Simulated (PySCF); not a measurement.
**Reading a saddle point**

A first-order saddle point of BSiNH$_{8}$, singlet, PBE0-D4/def2-TZVP, with one imaginary mode of 1417i cm⁻¹:

B1  (-0.749, -0.330, -0.232)
N2  (-0.998, 1.142, -0.717)
H3  (-0.611, -1.131, -1.117)
H4  (-1.387, -0.653, 0.733)
H5  (0.145, 0.706, -0.125)
Si6  (1.242, -0.550, 0.667)
H7  (-1.647, 1.707, -0.196)
H8  (-1.015, 1.316, -1.708)
H9  (2.437, -0.381, -0.210)
H10  (1.515, 0.169, 1.945)
H11  (1.069, -1.995, 0.961)
(Å)

Computed with PySCF 2.14 with density fitting (its default auxiliary sets; JK sets also for MP2 and CCSD(T)) (basis: def2-TZVPP and def2-QZVPP); correlated methods freeze the cores. Extrapolation: Hartree–Fock as exp(−7.88 √X), correlation as X^−2.97.

**Question.** Which contacts change along the imaginary mode, and what lies on either side? (Judge from chemistry; the calculation decides.)

**Answer.** Computed: The step is BNH₄ ([BH2][NH2]) + SiH₄ → BSiH₅ ([BH2][SiH3]) + NH₃ (still joined by a long B–N bond), with the molecules in contact on both sides. Shortening one way: B1–Si6, N2–H5; lengthening the same way: B1–N2, H5–Si6.
```tsv
pair	one side (Å)	saddle (Å)	other side (Å)
B1–Si6	3.86	2.20	2.02
N2–H5	3.51	1.36	1.02
B1–N2	1.38	1.57	1.63
H5–Si6	1.48	1.85	3.14
```

**Question.** Which side is lower, and how far does the saddle lie above each? (Judge from chemistry; the value comes from the calculation.)

**Answer.** Computed: The side with B1–N2, H5–Si6 short is lower by 25.5 kJ/mol; the saddle lies 201.5 kJ/mol above it and 176.0 kJ/mol above the other (CCSD(T) at an estimated basis limit (MP2 extrapolated from triple and quadruple zeta, plus CCSD(T) − MP2 in triple zeta); electronic energies).

No T1 diagnostic of these runs exceeds 0.013. The start structure is not quite a true minimum (one mode of 45i cm⁻¹).

Labels in which every atom is bracketed show which atoms are joined, not bond orders.

For scale, one of the runs: CCSD(T)/def2-TZVPP, 216 basis functions, launched by `OMP_NUM_THREADS=4 python run.py`. Time: 6.6 min of wall clock on 4 CPU threads of an Arm Neoverse V2; the host was shared. Peak host memory: 2.8 GiB.
